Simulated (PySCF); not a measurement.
Gas-phase reaction: 2 BF₃.H₂O = BF(OH)₂ + 4 F + BH₂F

Method: PySCF energies plus ideal-gas RRHO corrections (1 bar). † marks an energy on the PBE0/def2-TZVP geometry and frequencies. MP2 and CCSD(T) freeze the core. Open shells (unrestricted): F (multiplicity 2); the rest are closed-shell singlets. Spin-orbit splitting is ignored; it lowers the true energy and changes the entropy of F. Adducts (BF₃.H₂O) have no counterpoise correction, and HF, PBE, BLYP, B3LYP and PBE0 lack dispersion. BF₃.H₂O, BF(OH)₂, BH₂F: computed as isolated molecules; such fragments, hydroxides, amides, oligomers or adducts are transient or little studied in the gas. MP2 isn't extrapolated to the basis-set limit. CCSD(T) isn't extrapolated to the basis-set limit.

r2SCAN/def2-TZVP† gives ΔH°(298 K) = 1765 kJ.

### Question
What do ωB97M-V/def2-TZVP†, MP2/def2-TZVPP†, CCSD(T)/def2-SVP† give?

### Answer
ωB97M-V/def2-TZVP†: 1761 kJ; MP2/def2-TZVPP†: 1844 kJ; CCSD(T)/def2-SVP†: 1692 kJ. For scale, ΔH°(298 K) is 1765 kJ at this level, 1761 kJ at ωB97M-V/def2-TZVP†, and runs from 1211 to 2153 kJ over the 19 levels computed.
